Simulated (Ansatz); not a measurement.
Input for Ansatz (development build ahead of 0.2.0):

```yaml
crystal:
  periodic: [false, false, false]
  atoms:
    - { symbol: C, position_ang: [0.0, 0.0, 0.0] }
    - { symbol: C, position_ang: [0.0, 0.0, 1.35053] }
    - { symbol: C, position_ang: [0.0, 0.0, -1.35053] }
    - { symbol: H, position_ang: [0.0, 0.95458, 1.93294] }
    - { symbol: H, position_ang: [0.0, -0.95458, 1.93294] }
    - { symbol: H, position_ang: [0.95458, 0.0, -1.93294] }
    - { symbol: H, position_ang: [-0.95458, 0.0, -1.93294] }
basis:
  gaussian: { orbitals: cc-pVTZ }
total_charge: 1
magnetization:
  initial_magnetization: 1
hamiltonian:
  xc: hf
correlation:
  method: ccsd_t
  frozen_orbitals: { C: 1, H: 0 }
```

The input is written out in the form of the current development build from the run's settings. Correlation on restricted open-shell orbitals is semicanonical, with singles.

Output:

```json
{"Converged": "yes", "Reference energy": "-115.57695 hartree", "CCSD correlation energy": "-0.45992 hartree", "Triples correction": "-0.02082 hartree", "Total energy": "-116.05769 hartree", "Spin squared of the determinant": "0.750"}
```
